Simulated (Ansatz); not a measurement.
# AlH5OSi (built from SMILES [OH][AlH][SiH3]): a barrier at many levels of theory, part 3 of 3

Ansatz 0.2.0, Gaussian basis.

**16. RPA on PBE/def2-TZVPP**

The inputs:

r/in.yaml

```yaml
crystal:
  periodic: [false, false, false]
  atoms:
    - {symbol: Al, position_ang: [-0.938051, -0.277470, -0.327887]}
    - {symbol: Si, position_ang: [1.417177, 0.332133, -0.064861]}
    - {symbol: H, position_ang: [-1.628121, -0.664362, -1.707243]}
    - {symbol: O, position_ang: [-1.875637, -0.278599, 1.088247]}
    - {symbol: H, position_ang: [1.775249, 0.670513, 1.339584]}
    - {symbol: H, position_ang: [2.300030, -0.786648, -0.506624]}
    - {symbol: H, position_ang: [1.754561, 1.506919, -0.920486]}
    - {symbol: H, position_ang: [-2.805306, -0.502387, 1.099268]}
basis:
  gaussian: {orbitals: def2-TZVPP}
hamiltonian: {xc: pbe}
correlation: {method: rpa}
```

ts/in.yaml

```yaml
crystal:
  periodic: [false, false, false]
  atoms:
    - {symbol: Al, position_ang: [-0.827853, -0.010422, 0.978747]}
    - {symbol: Si, position_ang: [1.268615, 0.273508, -0.180797]}
    - {symbol: H, position_ang: [-0.307822, -0.255962, -0.794439]}
    - {symbol: O, position_ang: [-2.472053, -0.420330, 0.928216]}
    - {symbol: H, position_ang: [2.331436, 0.721798, 0.788566]}
    - {symbol: H, position_ang: [1.787235, -1.017942, -0.710574]}
    - {symbol: H, position_ang: [1.153156, 1.402013, -1.145271]}
    - {symbol: H, position_ang: [-2.932814, -0.692562, 0.135553]}
basis:
  gaussian: {orbitals: def2-TZVPP}
hamiltonian: {xc: pbe}
correlation: {method: rpa}
```

p/in.yaml

```yaml
crystal:
  periodic: [false, false, false]
  atoms:
    - {symbol: Al, position_ang: [-1.583317, 0.731100, 1.406004]}
    - {symbol: Si, position_ang: [1.565029, 0.118579, -0.609794]}
    - {symbol: H, position_ang: [0.351355, -0.723336, -0.780620]}
    - {symbol: O, position_ang: [-2.813121, -0.328598, 0.993629]}
    - {symbol: H, position_ang: [2.045135, 0.011296, 0.790366]}
    - {symbol: H, position_ang: [2.623088, -0.360326, -1.537970]}
    - {symbol: H, position_ang: [1.231503, 1.530791, -0.921486]}
    - {symbol: H, position_ang: [-3.419772, -0.979407, 0.659872]}
basis:
  gaussian: {orbitals: def2-TZVPP}
hamiltonian: {xc: pbe}
correlation: {method: rpa}
```

The same command starts each run, in its folder.

Started as:

```bash
$ ansatz run in.yaml --threads 2 --pin off --events-out ev --progress --plain --max-ram 4352MiB
```

r printed, cut to the lines that bear on the results:

```text
Functional definition: PBE
  name "PBE"
  cite "Perdew, Burke & Ernzerhof, Phys. Rev. Lett. 77, 3865 (1996) doi:10.1103/PhysRevLett.77.3865"
  parent pbe
[...]
1078 factors; integrals over basis functions are off by at most 9.3e-4 eV
[...]
mean field -16595.27735676 eV, -609.8651941780 hartree, gradient 3.7e-6 eV, S^2 0.000000; 2 other end points of the search recorded, 0 dependent functions left out
11 core orbitals not correlated: weight in the atoms' cores, before any rotation towards them, 1.000 or more for the frozen orbitals, at most 0.000 for the correlated occupied ones
reference -16563.00191292 eV, -608.6790934940 hartree; 9, 9 occupied and 165, 165 virtual orbitals, 1078 factors
Total energy: -16584.82608183 eV, -609.4811169084 hartree
```

Log of ts, cut to the lines that bear on the results:

```text
[... 4 set-up lines as earlier in the session ...]
[...]
1079 factors; integrals over basis functions are off by at most 1.0e-3 eV
[...]
mean field -16593.32021038 eV, -609.7932703752 hartree, gradient 2.3e-6 eV, S^2 0.000000; 2 other end points of the search recorded, 0 dependent functions left out
11 core orbitals not correlated: weight in the atoms' cores, before any rotation towards them, 1.000 or more for the frozen orbitals, at most 0.000 for the correlated occupied ones
reference -16560.28198492 eV, -608.5791379837 hartree; 9, 9 occupied and 165, 165 virtual orbitals, 1079 factors
Total energy: -16582.70895326 eV, -609.4033138686 hartree
```

Output in p, cut to the lines that bear on the results:

```text
[... 4 set-up lines as earlier in the session ...]
[...]
1075 factors; integrals over basis functions are off by at most 9.2e-4 eV
[...]
mean field -16594.65165974 eV, -609.8422002366 hartree, gradient 3.0e-6 eV, S^2 0.000000; 1 other end points of the search recorded, 0 dependent functions left out
11 core orbitals not correlated: weight in the atoms' cores, before any rotation towards them, 1.000 or more for the frozen orbitals, at most 0.000 for the correlated occupied ones
reference -16562.54515036 eV, -608.6623077795 hartree; 9, 9 occupied and 165, 165 virtual orbitals, 1075 factors
Total energy: -16584.33645860 eV, -609.4631235867 hartree
```

Times: 6 s (r), 5.5 s (ts), 4.1 s (p) on 2 threads of Arm Neoverse V2, shared host.

At this level: barrier 48.8 kcal/mol, step energy +11.3 kcal/mol.

**17. CCSD(T)/def2-TZVPP**

The same edit goes into each in.yaml of step 16 (r, ts, p):

```diff
-hamiltonian: {xc: pbe}
-correlation: {method: rpa}
+correlation: {method: ccsd_t}
```

One command serves all of them, each in its own folder.

Started as:

```bash
$ ansatz run in.yaml --threads 2 --pin off --events-out ev --progress --plain --max-ram 4352MiB
```

r printed, cut to the lines that bear on the results:

```text
Functional definition: HF
  name "HF"
  cite "Fock, Z. Phys. 61, 126 (1930) doi:10.1007/BF01340294"
[... 1 set-up line as earlier in the session ...]
[...]
1078 factors; integrals over basis functions are off by at most 9.3e-4 eV
[...]
mean field -16564.19137296 eV, -608.7228053443 hartree, gradient 7.5e-6 eV, S^2 0.000000; 0 other end points of the search recorded, 0 dependent functions left out
11 core orbitals not correlated: weight in the atoms' cores, before any rotation towards them, 1.000 or more for the frozen orbitals, at most 0.000 for the correlated occupied ones
reference -16564.19137296 eV, -608.7228053443 hartree; 9, 9 occupied and 165, 165 virtual orbitals, 1078 factors
second order -12.30107319 eV of doubles, -0.00000000 eV of singles
cycle   1  -12.88889853 eV  change   -5.9e-1 eV  update   8.9e-2
[...]
cycle  10  -13.35633347 eV  change    5.1e-6 eV  update   8.6e-6
perturbative correction -0.43249102 eV, -0.0158937517 hartree
Total energy: -16577.98019746 eV, -609.2295352979 hartree
```

Log of ts, cut to the lines that bear on the results:

```text
[... 4 set-up lines as earlier in the session ...]
[...]
1079 factors; integrals over basis functions are off by at most 1.0e-3 eV
[...]
mean field -16561.57037891 eV, -608.6264855895 hartree, gradient 2.1e-6 eV, S^2 0.000000; 0 other end points of the search recorded, 0 dependent functions left out; unrestricted orbitals would lower it
[...]
reference -16561.57037891 eV, -608.6264855895 hartree; 9, 9 occupied and 165, 165 virtual orbitals, 1079 factors
second order -12.63808118 eV of doubles, -0.00000000 eV of singles
cycle   1  -13.20335536 eV  change   -5.7e-1 eV  update   9.7e-2
[...]
cycle  12  -13.70621386 eV  change   -1.3e-5 eV  update   9.1e-6
perturbative correction -0.49563789 eV, -0.0182143565 hartree
Total energy: -16575.77223067 eV, -609.1483940150 hartree
```

Log of p, cut to the lines that bear on the results:

```text
[... 4 set-up lines as earlier in the session ...]
[...]
1075 factors; integrals over basis functions are off by at most 9.2e-4 eV
[...]
mean field -16563.66933196 eV, -608.7036206912 hartree, gradient 2.2e-6 eV, S^2 0.000000; 0 other end points of the search recorded, 0 dependent functions left out
11 core orbitals not correlated: weight in the atoms' cores, before any rotation towards them, 1.000 or more for the frozen orbitals, at most 0.000 for the correlated occupied ones
reference -16563.66933196 eV, -608.7036206912 hartree; 9, 9 occupied and 165, 165 virtual orbitals, 1075 factors
second order -12.20048126 eV of doubles, -0.00000000 eV of singles
cycle   1  -12.79841986 eV  change   -6.0e-1 eV  update   9.7e-2
[...]
cycle  10  -13.31298032 eV  change    3.9e-6 eV  update   7.9e-6
perturbative correction -0.41669834 eV, -0.0153133815 hartree
Total energy: -16577.39901062 eV, -609.2081770755 hartree
```

Wall times: 25 s (r), 28 s (ts), 28 s (p) on 2 threads of Arm Neoverse V2, shared host; peak memory 1.7 GiB.

At this level: barrier 50.9 kcal/mol, step energy +13.4 kcal/mol.

**18. MP2/def2-QZVPP**

The same edit goes into each in.yaml of step 17 (r, ts, p):

```diff
-  gaussian: {orbitals: def2-TZVPP}
-correlation: {method: ccsd_t}
+  gaussian: {orbitals: "def2-QZVPP.json"}
+correlation: {method: mp2}
```

The basis file named in the input lies beside it (Basis Set Exchange, JSON).

One command serves all of them, each in its own folder.

Started as:

```bash
$ ansatz run in.yaml --threads 2 --pin off --events-out ev --progress --plain --max-ram 4352MiB
```

Log of r, cut to the lines that bear on the results:

```text
[... 4 set-up lines as earlier in the session ...]
[...]
2045 factors; integrals over basis functions are off by at most 1.0e-3 eV
[...]
mean field -16564.73673108 eV, -608.7428468853 hartree, gradient 1.2e-6 eV, S^2 0.000000; 0 other end points of the search recorded, 0 dependent functions left out
11 core orbitals not correlated: weight in the atoms' cores, before any rotation towards them, 1.000 or more for the frozen orbitals, at most 0.000 for the correlated occupied ones
reference -16564.73673108 eV, -608.7428468853 hartree; 9, 9 occupied and 327, 327 virtual orbitals, 2045 factors
second order -13.26325575 eV of doubles, -0.00000000 eV of singles
Total energy: -16577.99998683 eV, -609.2302625439 hartree
```

Output in ts, cut to the lines that bear on the results:

```text
[... 4 set-up lines as earlier in the session ...]
[...]
2046 factors; integrals over basis functions are off by at most 7.0e-4 eV
[...]
mean field -16562.11605252 eV, -608.6465387248 hartree, gradient 1.7e-6 eV, S^2 0.000000; 0 other end points of the search recorded, 0 dependent functions left out; unrestricted orbitals would lower it
11 core orbitals not correlated: weight in the atoms' cores, before any rotation towards them, 1.000 or more for the frozen orbitals, at most 0.000 for the correlated occupied ones
reference -16562.11605252 eV, -608.6465387248 hartree; 9, 9 occupied and 327, 327 virtual orbitals, 2046 factors
second order -13.60574180 eV of doubles, -0.00000000 eV of singles
Total energy: -16575.72179432 eV, -609.1465405136 hartree
```

Log of p, cut to the lines that bear on the results:

```text
[... 4 set-up lines as earlier in the session ...]
[...]
2050 factors; integrals over basis functions are off by at most 7.7e-4 eV
[...]
mean field -16564.21569683 eV, -608.7236992300 hartree, gradient 2.6e-6 eV, S^2 0.000000; 0 other end points of the search recorded, 0 dependent functions left out
11 core orbitals not correlated: weight in the atoms' cores, before any rotation towards them, 1.000 or more for the frozen orbitals, at most 0.000 for the correlated occupied ones
reference -16564.21569683 eV, -608.7236992300 hartree; 9, 9 occupied and 327, 327 virtual orbitals, 2050 factors
second order -13.14467645 eV of doubles, -0.00000000 eV of singles
Total energy: -16577.36037328 eV, -609.2067571796 hartree
```

Times: 12 s (r), 16 s (ts), 11 s (p) on 2 threads of Arm Neoverse V2, shared host; peak memory 1.2 GiB.

At this level: barrier 52.5 kcal/mol, step energy +14.7 kcal/mol.

**19. Vibrations of the start structure**

vib-r/in.yaml reads:

```yaml
crystal:
  periodic: [false, false, false]
  atoms:
    - {symbol: Al, position_ang: [-0.938051, -0.277470, -0.327887]}
    - {symbol: Si, position_ang: [1.417177, 0.332133, -0.064861]}
    - {symbol: H, position_ang: [-1.628121, -0.664362, -1.707243]}
    - {symbol: O, position_ang: [-1.875637, -0.278599, 1.088247]}
    - {symbol: H, position_ang: [1.775249, 0.670513, 1.339584]}
    - {symbol: H, position_ang: [2.300030, -0.786648, -0.506624]}
    - {symbol: H, position_ang: [1.754561, 1.506919, -0.920486]}
    - {symbol: H, position_ang: [-2.805306, -0.502387, 1.099268]}
basis:
  gaussian: {orbitals: def2-TZVP}
hamiltonian: {xc: pbe0, dispersion: d4}
phonons: {temperatures: {t_min: 298.15, t_max: 900, t_step: 200}}
```

Started as:

```bash
$ ansatz run in.yaml --threads 2 --pin off --events-out ev --progress --plain --max-ram 4352MiB
```

Standard output, cut to the lines that bear on the results:

```text
[... 5 set-up lines as earlier in the session ...]
[...]
918 factors; their error is unknown
[...]
mean field -16596.71583225 eV, -609.9180571772 hartree, gradient 6.9e-5 eV, S^2 0.000000; 0 other end points of the search recorded, 0 dependent functions left out
[...]
Atom 5 at     2.300030    -0.786648    -0.506624 Å, force     0.000248    -0.000016     0.000103 eV/Å
Atom 6 at     1.754561     1.506919    -0.920486 Å, force    -0.000280     0.000061    -0.000140 eV/Å
Atom 7 at    -2.805306    -0.502387     1.099268 Å, force    -0.001710    -0.000287    -0.000151 eV/Å
Dipole moment:    -0.262679    -0.078851    -0.098753 e Å
Vibrations: 25.29 144.66 315.59 372.98 436.43 452.05 508.56 585.69 701.08 838.06 879.16 937.22 937.81 1903.81 2195.51 2200.25 2219.83 3949.49 cm⁻¹, zero-point energy 1.215259 eV
```

It took 64 s on 2 threads of Arm Neoverse V2, shared host.

The modes, with what each moves most:

```csv
mode,wavenumber (cm⁻¹),character
1,25,torsion
2,145,bend
3,316,torsion with bend
4,373,Al–Si stretch
5,436,torsion
6,452,bend
7,509,torsion with bend
8,586,bend
9,701,bend
10,838,bend with Al–O stretch
11,879,bend with Al–O stretch
12,937,bend with torsion
13,938,bend with torsion
14,1904,Al–H stretch
15,2196,Si–H stretch
16,2200,Si–H stretch
17,2220,Si–H stretch
18,3949,O–H stretch
```

Vibrational sums (real modes only):

```csv
T (K),entropy (J/mol/K),heat capacity (J/mol/K)
298,62.5,62.7
498,101.3,88.2
698,133.7,103.6
898,161.1,114.2
```

Modes under 50 cm⁻¹ weigh heavily in the entropy, and the harmonic picture is poor for them.

**20. Vibrations of the end structure**

vib-p/in.yaml reads:

```yaml
crystal:
  periodic: [false, false, false]
  atoms:
    - {symbol: Al, position_ang: [-1.583317, 0.731100, 1.406004]}
    - {symbol: Si, position_ang: [1.565029, 0.118579, -0.609794]}
    - {symbol: H, position_ang: [0.351355, -0.723336, -0.780620]}
    - {symbol: O, position_ang: [-2.813121, -0.328598, 0.993629]}
    - {symbol: H, position_ang: [2.045135, 0.011296, 0.790366]}
    - {symbol: H, position_ang: [2.623088, -0.360326, -1.537970]}
    - {symbol: H, position_ang: [1.231503, 1.530791, -0.921486]}
    - {symbol: H, position_ang: [-3.419772, -0.979407, 0.659872]}
basis:
  gaussian: {orbitals: def2-TZVP}
hamiltonian: {xc: pbe0, dispersion: d4}
phonons: {temperatures: {t_min: 298.15, t_max: 900, t_step: 200}}
```

Started as:

```bash
$ ansatz run in.yaml --threads 2 --pin off --events-out ev --progress --plain --max-ram 4352MiB
```

Standard output, cut to the lines that bear on the results:

```text
[... 5 set-up lines as earlier in the session ...]
[...]
918 factors; their error is unknown
[...]
mean field -16596.02939803 eV, -609.8928311850 hartree, gradient 3.5e-5 eV, S^2 0.000000; 0 other end points of the search recorded, 0 dependent functions left out
[...]
WARN: phonons: modes at or below zero, which the zero-point energy, F, S and C_V leave out: 1, the lowest at -9.38 cm⁻¹. A minimum has none, and a first-order saddle one
[...]
Atom 4 at     2.045135     0.011296     0.790366 Å, force    -0.000538     0.000671    -0.000210 eV/Å
Atom 5 at     2.623088    -0.360326    -1.537970 Å, force     0.001327     0.001187     0.000253 eV/Å
Atom 6 at     1.231503     1.530791    -0.921486 Å, force    -0.000009    -0.000513     0.000792 eV/Å
Atom 7 at    -3.419772    -0.979407     0.659872 Å, force     0.003993     0.004199     0.002732 eV/Å
Dipole moment:    -0.124400    -0.165198    -0.100148 e Å
Vibrations: -9.38 24.84 56.71 110.65 124.24 127.68 136.94 846.51 888.13 905.19 906.02 961.94 963.45 2225.09 2230.42 2243.47 2248.08 4022.52 cm⁻¹, zero-point energy 1.179207 eV
```

Wall time 60 s (2 threads of Arm Neoverse V2, shared host).

Wavenumbers and character of the modes:

```csv
mode,wavenumber (cm⁻¹),character
1,9i,"not assigned (largely outside the bonds, angles and torsions drawn)"
2,25,"not assigned (largely outside the bonds, angles and torsions drawn)"
3,57,"not assigned (largely outside the bonds, angles and torsions drawn)"
4,111,bend
5,124,"not assigned (largely outside the bonds, angles and torsions drawn)"
6,128,"not assigned (largely outside the bonds, angles and torsions drawn)"
7,137,"not assigned (largely outside the bonds, angles and torsions drawn)"
8,847,Al–O stretch
9,888,bend
10,905,bend
11,906,bend
12,962,bend
13,963,bend
14,2225,Si–H stretch
15,2230,Si–H stretch
16,2243,Si–H stretch
17,2248,Si–H stretch
18,4023,O–H stretch
```

Vibrational sums (real modes only):

```csv
T (K),entropy (J/mol/K),heat capacity (J/mol/K)
298,99.2,61.1
498,135.4,80.5
698,164.9,94.5
898,190.0,104.8
```

Modes under 50 cm⁻¹ weigh heavily in the entropy, and the harmonic picture is poor for them.

**21. The ladder**

The basis limit takes Hartree-Fock with exponent 7.88 and MP2 correlation with exponent 2.97 from the triple- and quadruple-zeta runs, and adds the coupled-cluster step over MP2 from triple zeta. Where a quadruple-zeta run was CCSD(T), only its Hartree-Fock and MP2 parts are used.

Rows are in def2-TZVPP; times add the 3 runs of a level on a shared host, so small differences are noise.

The saddle's own vibrations were run with its search: 434i cm⁻¹, zero-point energy 1.192 eV.

The barrier:

Differences are taken before rounding.

```csv
method,rung,barrier (kcal/mol),from CCSD(T)/CBS (kcal/mol),time
SPW92,LDA,43.3,-7.3,3.1 s
PBE-D4,GGA,45.0,-5.7,4.9 s
BLYP-D4,GGA,47.2,-3.5,5.1 s
r2SCAN-D4,meta-GGA,48.3,-2.4,9.1 s
B97M-V,meta-GGA,47.5,-3.1,20 s
PBE0-D4,hybrid,48.5,-2.2,6.1 s
B3LYP-D4,hybrid,49.9,-0.8,6.7 s
r2SCAN0-D4,hybrid,50.3,-0.4,11 s
BHLYP-D4,hybrid,53.8,+3.1,5.9 s
CAM-B3LYP-D4,range-separated hybrid,52.8,+2.1,7.6 s
wB97X-V,range-separated hybrid,53.2,+2.5,21 s
wB97M-V,range-separated hybrid,49.7,-1.0,22 s
B2PLYP,double hybrid,51.5,+0.8,12 s
PBE-QIDH,double hybrid,51.8,+1.1,13 s
RPA on PBE,RPA,48.8,-1.9,16 s
Hartree-Fock,wavefunction,60.4,+9.8,
MP2,wavefunction,52.7,+2.0,
CCSD,wavefunction,52.4,+1.7,
CCSD(T),wavefunction,50.9,+0.2,81 s
CCSD(T)/CBS,,50.7,0,2 min
```

Among the levels timed on like hardware and quicker than the yardstick, those that no quicker one beats, quickest first: SPW92 (3.1 s, -7.3 kcal/mol); PBE-D4 (4.9 s, -5.7 kcal/mol); BLYP-D4 (5.1 s, -3.5 kcal/mol); BHLYP-D4 (5.9 s, +3.1 kcal/mol); PBE0-D4 (6.1 s, -2.2 kcal/mol); B3LYP-D4 (6.7 s, -0.8 kcal/mol); r2SCAN0-D4 (11 s, -0.4 kcal/mol); CCSD(T) (81 s, +0.2 kcal/mol).

CCSD(T) reaches 0.2 kcal/mol from the reference in 81 s, where CCSD(T)/CBS took 2 min; the quickest level in the cost chart, SPW92, takes 3.1 s and misses by 7.3 kcal/mol.

The step energy:

```csv
method,rung,step energy (kcal/mol),from CCSD(T)/CBS (kcal/mol)
SPW92,LDA,16.0,+1.9
PBE-D4,GGA,14.2,+0.1
BLYP-D4,GGA,9.5,-4.6
r2SCAN-D4,meta-GGA,17.7,+3.6
B97M-V,meta-GGA,16.7,+2.6
PBE0-D4,hybrid,15.6,+1.5
B3LYP-D4,hybrid,11.3,-2.8
r2SCAN0-D4,hybrid,17.3,+3.2
BHLYP-D4,hybrid,12.6,-1.5
CAM-B3LYP-D4,range-separated hybrid,12.4,-1.7
wB97X-V,range-separated hybrid,16.0,+1.9
wB97M-V,range-separated hybrid,10.3,-3.8
B2PLYP,double hybrid,12.6,-1.5
PBE-QIDH,double hybrid,16.7,+2.6
RPA on PBE,RPA,11.3,-2.8
Hartree-Fock,wavefunction,12.0,-2.1
MP2,wavefunction,14.4,+0.3
CCSD,wavefunction,13.0,-1.1
CCSD(T),wavefunction,13.4,-0.7
CCSD(T)/CBS,,14.1,0
```

**22. Summary of results**

This closing draws on all 3 parts.

| quantity | value |
| --- | --- |
| barrier, CCSD(T)/CBS | 50.7 kcal/mol |
| reverse barrier, CCSD(T)/CBS | 36.6 kcal/mol |
| step energy, CCSD(T)/CBS | +14.1 kcal/mol |
| barrier with zero-point energy | 50.2 kcal/mol |
| step energy with zero-point energy | +13.3 kcal/mol |
| imaginary mode at the saddle | 434i cm⁻¹ |
| largest T1 diagnostic | 0.015 |

What this shows: The functionals run from r2SCAN0-D4, off by -0.4 kcal/mol, to SPW92, off by -7.3 kcal/mol, against CCSD(T)/CBS. Mean unsigned error by rung: LDA 7.3, GGA 4.6, meta-GGA 2.7, hybrid 1.6, range-separated hybrid 1.9, double hybrid 0.9 kcal/mol. PBE-D4 gives a barrier 5.7 kcal/mol too low, outside chemical accuracy (1 kcal/mol). Every functional without exact exchange puts the forward barrier too low. The barrier rises with the share of exact exchange, from BLYP-D4 through B3LYP-D4 to BHLYP-D4 (-3.5, -0.8, +3.1 kcal/mol). Hartree-Fock, with no correlation, is off by +9.8 kcal/mol. Zero-point motion lowers the barrier by 0.5 kcal/mol. The restricted Hartree–Fock reference is unstable towards an unrestricted one at one or more of these structures.
